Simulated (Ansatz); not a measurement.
We consider cubic perovskite CsSnBr3, described by HSE06 in Ansatz (PAW).

Settings: plane-wave cutoff 460 eV, 4×4×4 k mesh, Fermi–Dirac smearing 0.01 eV, scalar-relativistic PAW data made under PBE.

Response to compression and expansion:

```
V (Å³/atom)  P (GPa)  direct gap at Γ (eV)  smallest gap on the k mesh (eV)
-----------  -------  --------------------  -------------------------------
38.478          1.19                 6.317                            0.723
39.490          0.55                 6.265                            0.884
40.463          0.02                 6.217                            1.028
41.515         -0.48                 6.167                            1.171
42.528         -0.90                 6.122                            1.299
```

The fundamental gap (1.03 eV at the equilibrium volume, on the SCF mesh) lies elsewhere than Γ–Γ.

Note: the relaxation could not lower the start's symmetry, so the cell can be a saddle point above a distorted one.

Spin–orbit coupling is not included.

Ansatz is a first-principles code.
